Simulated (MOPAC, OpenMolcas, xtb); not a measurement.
# How methods differ on SiNH4O (SMILES N[SiH]O)

SiNH4O has 7 atoms, charge 0, and is taken as a doublet. SMILES: `N[SiH]O`. The coordinates come from a PBE0-D4/def2-TZVP relaxation. This is one conformer, not always the lowest.

```xyz
7

N    -0.6949    0.5483   -0.5752
Si    0.2931    0.1590    0.7813
O     1.6229   -0.6724    0.2703
H    -0.3559    1.1681   -1.2948
H    -1.6858    0.6732   -0.4329
H    -0.5991   -0.6619    1.6647
H     1.4809   -1.2824   -0.4590
```

Each level gives the dipole moment (D). The values are calculated.

| level | kind | program | value (D) | CPU time |
| --- | --- | --- | --- | --- |
| PM6 | semi-empirical | MOPAC | 2.49 | under 2 s |
| GFN2-xTB | semi-empirical | xtb | 2.16 | under 2 s |
| UHF/6-311+G** | Hartree–Fock | OpenMolcas | 2.28 | 13 s |
| USVWN5/6-311+G** | LDA | OpenMolcas | 2.60 | 32 s |
| U-revPBE/6-311+G** | GGA | OpenMolcas | 2.46 | 48 s |
| UM06-L/6-311+G** | meta-GGA | OpenMolcas | 2.38 | 69 s |
| UPBE0/6-311+G** | global hybrid | OpenMolcas | 2.44 | 50 s |

The values span 2.16 to 2.60 D. Magnitudes only. Times are those of the runs behind each value, whatever else they computed, on shared processors of several kinds: orders of magnitude only.
